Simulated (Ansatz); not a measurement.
```xyz
9

C     0.9973   -0.1135   -1.6015
Al    0.0238   -0.7170   -0.0498
C    -0.7556    0.5537    1.2100
H     1.1576    0.9335   -1.8576
H     1.4565   -0.7792   -2.3314
H    -0.1232   -2.2840    0.1824
H    -0.6484    1.5934    0.8917
H    -1.8219    0.3552    1.3608
H    -0.2860    0.4578    2.1954
```

Total charge 0; spin multiplicity 2.

List the PBE/def2-TZVPP orbital energies in eV (Ansatz). (Best estimate.)

The calculation gave: α occupied: -1505.96, -269.22, -268.11, -106.27, -68.41, -68.14, -68.12, -16.63, -16.32, -10.01, -9.65, -9.43, -9.43, -7.21, -6.62, -5.85. α empty: -1.24, -0.19, 0.51, 1.61, 1.93, 2.24, 2.36, 2.48. β occupied: -1505.96, -268.91, -268.11, -106.26, -68.38, -68.14, -68.12, -16.58, -15.52, -9.80, -9.48, -9.42, -9.41, -6.96, -6.62. β empty: -3.89, -0.68, 0.00, 0.65, 1.73, 1.99, 2.30, 2.44. ⟨S²⟩ = 0.753.
